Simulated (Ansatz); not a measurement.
C4H4 (`C=C=C=C`). The species carries charge 0 and has multiplicity 1.

```xyz
8

C    -0.795    1.514    0.921
C    -0.259    0.493    0.300
C     0.259   -0.493   -0.300
C     0.795   -1.514   -0.921
H    -1.370    1.380    1.832
H    -0.682    2.525    0.545
H     0.682   -2.525   -0.545
H     1.369   -1.380   -1.833
```

Problem. List the harmonic frequencies (cm⁻¹, unscaled) at PBE0-D4/def2-TZVP in Ansatz. (An estimate is asked.)

Solution. The calculation gave: 226, 230, 368, 579, 780, 893, 897, 913, 1016, 1035, 1403, 1460, 1702, 2225, 3140, 3143, 3221, 3222.

Problem. Is this a minimum?

Solution. Yes, all 18 modes are real.

Problem. Give the ideal-gas thermochemistry at 298.15 K and 1 bar (rigid rotor, harmonic oscillator; point group D2h, symmetry number 4).

Solution. Zero-point energy 158.2 kJ/mol; H(298) − E = 173.1 kJ/mol; entropy 266.6 J/(mol·K), of which translation 158.2, rotation 82.5, vibration 26.0; G(298) − E = 93.6 kJ/mol.

Problem. Rotational constants (cm⁻¹)?

Solution. 4.859, 0.1343, 0.1307.
